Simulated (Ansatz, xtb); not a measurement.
## FH3NSi+: where a starting geometry ends

The starting geometry of this gas-phase singlet has its atoms placed at random.

```yaml
atoms:
  - { symbol: F, position_ang: [1.1243, -0.2754, 0.8759] }
  - { symbol: N, position_ang: [-0.0015, 1.7785, -0.3124] }
  - { symbol: Si, position_ang: [-0.8297, -0.4564, 0.0495] }
  - { symbol: H, position_ang: [1.3585, 0.4097, 0.1804] }
  - { symbol: H, position_ang: [-0.4529, -0.5000, -1.4550] }
  - { symbol: H, position_ang: [-1.0125, 1.4546, -0.6715] }
```

Question: One run relaxed it with r2SCAN-D4/def2-SVP. What is a likely outcome?

Answer: It ends as a structure with F1 bridging H4 and Si3, given below by its coordinates. Contacts that close: F1–Si3 (2.13 → 1.90 Å), N2–Si3 (2.41 → 1.55 Å).

The energy falls by 5.56 eV over 14 steps:

```csv
step,E − E(last) (eV)
1,5.560
2,3.895
4,2.067
5,1.483
7,0.598
8,0.256
10,0.024
11,0.007
13,0.000
14,0.000
```

Final geometry (Å):

```xyz
6

F     1.1979   -0.3822    0.3932
N    -0.5188    1.4957   -0.3194
Si   -0.3674   -0.0194   -0.6156
H     1.5132    0.4121    0.8274
H    -0.5344   -1.3984   -1.1007
H    -1.1044    2.3031   -0.5180
```

From the same start GFN2-xTB ends elsewhere, in pieces: H2NSi + FH.

From so rough a start the end depends on the optimiser's path, so another program may land elsewhere. No frequencies were run, so the end isn't proven a minimum. Run with Ansatz 0.2.0, 14 s on 1 thread of Intel(R) Xeon(R) 6975P-C (Granite Rapids), with other jobs on the host.
